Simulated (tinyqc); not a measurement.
RKS/LDA (PW92) in the sto-3g basis, for BH2+, spin multiplicity 1, step by step (part 2 of 2). Computed by tinyqc, a small Python program that keeps every step (integrals from PySCF). Command: `OMP_NUM_THREADS=1 python tinyqc.py 20678 20679 out.jsonl` (the two numbers bound the seeds that draw the settings). One thread of a shared host (Intel(R) Xeon(R) Processor @ 2.60GHz), about 0.8 s of CPU time with the checks.

Geometry (angstrom):
```
atom        x         y        z
B     0.00000   0.00000  0.00000
H     0.00000   1.31000  0.49200
H     0.00000  -1.39500  0.52300
```

## Iteration 17 (converged): orbitals

converged F (hartree), lower triangle:
```
           1B 1s     1B 2s    1B 2px    1B 2py    1B 2pz     2H 1s     3H 1s
1B 1s   -6.70000
1B 2s   -2.03461  -1.22743
1B 2px   0.00000   0.00000  -0.40934
1B 2py  -0.00059  -0.00652   0.00000  -0.47942
1B 2pz   0.00415  -0.00959   0.00000  -0.00257  -0.42021
2H 1s   -0.32015  -0.43096   0.00000  -0.32949  -0.12301  -0.52072
3H 1s   -0.26211  -0.37806   0.00000   0.30052  -0.11242  -0.05028  -0.49835
```

X, lower triangle:
```
           1B 1s     1B 2s   1B 2px    1B 2py    1B 2pz     2H 1s    3H 1s
1B 1s    1.03102
1B 2s   -0.15693   1.15371
1B 2px   0.00000   0.00000  1.00000
1B 2py  -0.00151   0.01631  0.00000   1.13472
1B 2pz  -0.00596   0.04741  0.00000   0.00562   1.01799
2H 1s    0.02417  -0.23686  0.00000  -0.24861  -0.08938   1.15355
3H 1s    0.02210  -0.20073  0.00000   0.21861  -0.07760  -0.01944  1.11961
```

Diagonalise F' = X^T F X, C = X C', fill 3 alpha and 3 beta electrons from the bottom; D = 2 C_occ C_occ^T. Each column has its largest component positive (the first on a tie).

F' = X^T F X (hartree), lower triangle:
```
          1         2         3         4         5         6         7
1  -6.51658
2  -1.07342  -0.74272
3   0.00000   0.00000  -0.40934
4  -0.00196   0.00830   0.00000  -0.33257
5  -0.00709   0.03479   0.00000   0.00335  -0.40013
6  -0.01691  -0.18191   0.00000  -0.20914  -0.07463  -0.34333
7  -0.00422  -0.15341   0.00000   0.18498  -0.06505  -0.02718  -0.35953
```

orbital energies (hartree): MO1 -6.71021, MO2 -0.71340, MO3 -0.60631, MO4 -0.44299, MO5 -0.40934, MO6 -0.17766, MO7 -0.04429

coefficients C:
```
             MO1       MO2       MO3       MO4      MO5       MO6       MO7
1B 1s    0.98708  -0.25784   0.02271   0.10543  0.00000   0.18579  -0.04211
1B 2s    0.04740   0.75799  -0.07906  -0.40420  0.00000  -0.81556   0.20742
1B 2px   0.00000   0.00000   0.00000   0.00000  1.00000   0.00000   0.00000
1B 2py   0.00078   0.04344   0.57507  -0.00101  0.00000   0.17887   1.01632
1B 2pz   0.00174   0.06422   0.00192   0.87571  0.00000  -0.51992   0.10639
2H 1s   -0.00950   0.30935   0.38244   0.20669  0.00000   0.59794  -0.90291
3H 1s   -0.00843   0.24116  -0.42886   0.22552  0.00000   0.85615   0.56788
```

D after iteration 17, lower triangle:
```
           1B 1s     1B 2s   1B 2px    1B 2py   1B 2pz     2H 1s    3H 1s
1B 1s    2.08267
1B 2s   -0.30090   1.16608
1B 2px   0.00000   0.00000  0.00000
1B 2py   0.00526  -0.02500  0.00000   0.66518
1B 2pz  -0.02959   0.09722  0.00000   0.00779  0.00826
2H 1s   -0.16091   0.40760  0.00000   0.46672  0.04117   0.48410
3H 1s   -0.16047   0.43260  0.00000  -0.47231  0.02930  -0.17866  0.48430
```

## Convergence

Stop when the energy changes by less than 1e-09 hartree and every element of the error matrix X^T (F D S - S D F) X is below 9e-06.

Course of the cycle:
```
iteration  E (hartree)     change  largest element of the error matrix
1          -10.9411122          -                             3.11e+00
2          -22.2655487  -1.13e+01                             4.44e-01
3          -24.3063848  -2.04e+00                             1.77e-01
4          -24.7849837  -4.79e-01                             4.33e-02
5          -24.8767212  -9.17e-02                             1.18e-02
6          -24.8955070  -1.88e-02                             2.18e-03
7          -24.8992486  -3.74e-03                             1.10e-03
8          -24.8999986  -7.50e-04                             1.51e-04
9          -24.9001485  -1.50e-04                             3.29e-05
10         -24.9001785  -3.00e-05                             9.16e-06
11         -24.9001845  -6.00e-06                             6.67e-06
12         -24.9001857  -1.20e-06                             1.38e-06
13         -24.9001859  -2.40e-07                             2.31e-07
14         -24.9001860  -4.80e-08                             5.02e-08
15         -24.9001860  -9.59e-09                             8.86e-09
16         -24.9001860  -1.92e-09                             1.57e-09
17         -24.9001860  -3.84e-10                             5.67e-10
```

PySCF RKS in the same basis, fine grid = -24.9385444 hartree

Converged in 17 iterations. The coarse grid moves the energy by +3.84e-02 hartree.

## Populations, bond orders and dipole

overlap S, lower triangle:
```
          1B 1s    1B 2s   1B 2px    1B 2py   1B 2pz    2H 1s    3H 1s
1B 1s   1.00000
1B 2s   0.26933  1.00000
1B 2px  0.00000  0.00000  1.00000
1B 2py  0.00000  0.00000  0.00000   1.00000
1B 2pz  0.00000  0.00000  0.00000   0.00000  1.00000
2H 1s   0.04145  0.37382  0.00000   0.38567  0.14485  1.00000
3H 1s   0.03392  0.33399  0.00000  -0.35381  0.13265  0.03336  1.00000
```

Mulliken: Z minus the diagonal of D S on the atom; Loewdin: the same with S^(1/2) D S^(1/2); Mayer order: 2 sum_s sum (D(s) S)_ij (D(s) S)_ji over the two atoms.

Charges (e):
```
atom  Mulliken  Loewdin
1B     0.59818  0.66509
2H     0.19020  0.15461
3H     0.21162  0.18030
```

Mayer bond orders:
```
pair    order
2-1   0.92833
3-1   0.91972
3-2   0.03550
```

dipole moment about the origin, x y z (debye): 0.00000  -0.18189  0.22858
